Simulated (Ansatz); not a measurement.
## Strontium, fcc: convergence with cold smearing

Computed with Ansatz, LDA, scalar-relativistic PAW, on the relaxed cell (a = 5.806 Å; spin not included). Errors count from a run at 420 eV on a Γ-centred 15×15×15 mesh with Fermi-Dirac smearing of 0.1 eV, extrapolated to zero width. Fixed here: cutoff 420 eV, mesh 9×9×9. On a gapped cell the program narrows a wide typed smearing by itself. The SCF starts from atomic densities corrected by a trained network.

| width (eV) | E(σ→0) error (meV/atom) | F error (meV/atom) | P (GPa) | SCF iterations |
| --- | --- | --- | --- | --- |
| 0.01 | 0.4 | 0.4 | -0.05 | 5 |
| 0.03 | 0.4 | 0.4 | -0.05 | 7 |
| 0.1 | 1.6 | 2.1 | -0.06 | 5 |
| 0.2 | 3.3 | 1.3 | -0.07 | 5 |
| 0.3 | 1.8 | -2.8 | -0.07 | 5 |
| 0.6 | -3.7 | -14.9 | 0.03 | 5 |
| 1.0 | -2.3 | -59.6 | 0.17 | 5 |
